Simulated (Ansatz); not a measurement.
**SiH₂ (triplet): the correlation ladder, cc-pVDZ**

Aim: climb from Hartree-Fock through coupled cluster and multireference methods for SiH₂ (triplet) at one geometry and basis, and see what each rung misses.

Method: cc-pVDZ, core rule «outside noble gas», up to 5 orbitals frozen; program: Ansatz 0.2.0, Gaussian basis.

Plan: UHF; CCSD(T) on ROHF; CCSD(T) on UHF; BCCD(T) on ROHF; CISD; CCSDT(Q) on ROHF; CCSDT(Q) on UHF; CISDTQ; CCSDTQ on ROHF; CASSCF and MRCISD+Q, 6 electrons in 6 orbitals; CASSCF and NEVPT2, 6 electrons in 6 orbitals; Full CI; Full CI, several states.

24 further runs of the same task are left out: 10 that didn't finish, 14 set aside as unsound or not needed.

## Step 1: The system

The geometry is a PBE0/def2-TZVP stationary point (not a proven minimum).

3 atoms, charge 0, spin multiplicity 3.

Atoms are counted from 1 here; the program's logs count them from 0.

Bond lengths: Si1–H2 1.486 Å, Si1–H3 1.486 Å. Angles: H2–Si1–H3 118.7°.

Geometry (Å):

```
Si    0.0000   -0.0507    0.0000
H     0.0000    0.7069   -1.2784
H     0.0000    0.7069    1.2784
```

## Step 2: UHF

in.yaml

```yaml
crystal:
  periodic: [false, false, false]
  atoms:
    - {symbol: Si, position_ang: [0.000000, -0.050740, 0.000000]}
    - {symbol: H, position_ang: [0.000000, 0.706913, -1.278374]}
    - {symbol: H, position_ang: [0.000000, 0.706912, 1.278374]}
basis:
  gaussian: {orbitals: cc-pVDZ}
magnetization: {spin_polarized: true, initial_magnetization: 2}
hamiltonian: {xc: hf}
output: {orbitals: {seedname: orbitals}}
```

Run with:

```bash
$ ansatz run in.yaml --threads 1 --pin off --events-out ev --progress --plain --max-ram 2393MiB
```

After this run come: CCSD(T) on ROHF; CCSD(T) on UHF; BCCD(T) on ROHF; CISD; CCSDT(Q) on ROHF; CCSDT(Q) on UHF; CISDTQ; CCSDTQ on ROHF; CASSCF and MRCISD+Q, 6 electrons in 6 orbitals; CASSCF and NEVPT2, 6 electrons in 6 orbitals; Full CI; Full CI, several states.

Before running them: what should the planned runs give, taken together? Wanted: FCI below the RHF energy; RMP2 from FCI; UMP2 from FCI; RCCSD from FCI; RCCSD(T) from FCI; UCCSD(T) from FCI; RCCSDT(Q) from FCI; UCCSDT(Q) from FCI; NEVPT2 valence from FCI.

**Answer**, as computed:

| quantity | value |
| --- | --- |
| FCI below the RHF energy | -2.6845 eV |
| RMP2 from FCI | +669.2 meV |
| UMP2 from FCI | +665.2 meV |
| RCCSD from FCI | +68.3 meV |
| RCCSD(T) from FCI | +17.5 meV |
| UCCSD(T) from FCI | +17.1 meV |
| RCCSDT(Q) from FCI | +0.2 meV |
| UCCSDT(Q) from FCI | -0.1 meV |
| NEVPT2 valence from FCI | +582.8 meV |
| MRCISD+Q valence from FCI | +3.8 meV |
| levels within 1 kcal/mol (43 meV) | RCCSD(T), UCCSD(T), BCCD(T), RCCSDT, UCCSDT, CISDTQ, RCCSDT(Q), UCCSDT(Q), RCCSDTQ, MRCISD+Q valence |
| T1 diagnostic | 0.020 |
| effectively unpaired electrons | 2.03 |

RCCSD(T) lands +17.5 meV from the yardstick (0.7 % of the correlation energy). One determinant dominates. Of the multireference levels listed MRCISD+Q valence comes nearest in total energy (+3.8 meV), which doesn't show that its space is the better one. The next state among those solved, a triplet, lies 4.91 eV up. These misses are within one basis, not against nature; the frozen cores of restricted and unrestricted runs differ, which can shift their rows.
